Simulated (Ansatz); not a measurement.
Geometry optimisation, RKS r2SCAN-D4/def2-SVP (Ansatz 0.2.0).

input.yaml

```yaml
crystal:
  periodic: [false, false, false]
  atoms:
    - { symbol: B, position_ang: [0.117806, -0.583667, -0.158383] }
    - { symbol: H, position_ang: [-0.166401, 0.56302, 1.921184] }
    - { symbol: H, position_ang: [1.123306, 0.073989, -0.249265] }
    - { symbol: H, position_ang: [-0.947566, -0.123802, -0.482164] }
    - { symbol: P, position_ang: [0.200066, -2.345167, 0.552549] }
    - { symbol: H, position_ang: [-0.716157, -3.026808, -0.29369] }
    - { symbol: H, position_ang: [1.410236, -2.827112, -0.017125] }
    - { symbol: H, position_ang: [-0.124289, -0.152854, 1.969194] }
basis:
  gaussian: { orbitals: def2-SVP }
hamiltonian:
  xc: r2scan
  dispersion: d4
relax:
  f_tol: 0.03
  max_steps: 50
output:
  orbitals: {}
```

Launched with:

```bash
$ ansatz run input.yaml --threads 2 --pin off --max-ram 3072MiB --backend cpu --events-out ev --progress --plain --runs-dir out
```

Task: Where does it end, and by what steps?

Result: It converged. The force dipped under the threshold on the way, but the program's further checks kept it going. After 8 steps the energy has fallen by 0.151 eV; H8 moved furthest, 0.75 Å.

```json
{"step": "0", "energy less start (eV)": "0.0000", "largest force component (eV/Å)": "1.811", "accepted": "yes"}
{"step": "1", "energy less start (eV)": "-0.0978", "largest force component (eV/Å)": "0.261", "accepted": "yes"}
{"step": "2", "energy less start (eV)": "-0.1197", "largest force component (eV/Å)": "0.400", "accepted": "yes"}
{"step": "3", "energy less start (eV)": "-0.1148", "largest force component (eV/Å)": "0.992", "accepted": "no"}
{"step": "4", "energy less start (eV)": "-0.1344", "largest force component (eV/Å)": "0.080", "accepted": "yes"}
{"step": "5", "energy less start (eV)": "-0.1431", "largest force component (eV/Å)": "0.069", "accepted": "yes"}
{"step": "6", "energy less start (eV)": "-0.1466", "largest force component (eV/Å)": "0.161", "accepted": "yes"}
{"step": "7", "energy less start (eV)": "-0.1500", "largest force component (eV/Å)": "0.029", "accepted": "yes"}
{"step": "8", "energy less start (eV)": "-0.1507", "largest force component (eV/Å)": "0.026", "accepted": "yes"}
```

```xyz
8
Properties=species:S:1:pos:R:3
B 0.161 -0.742 -0.364
H -0.276 1.068 2.409
H 1.160 -0.068 -0.377
H -0.916 -0.258 -0.604
P 0.250 -2.479 0.282
H -0.711 -3.232 -0.438
H 1.462 -3.032 -0.200
H -0.233 0.321 2.536
```

Run time: 11 s on 2 threads of Intel(R) Xeon(R) Platinum 8259CL CPU @ 2.50GHz (Skylake/Cascade Lake), on a shared host, peak memory 0.14 GiB.
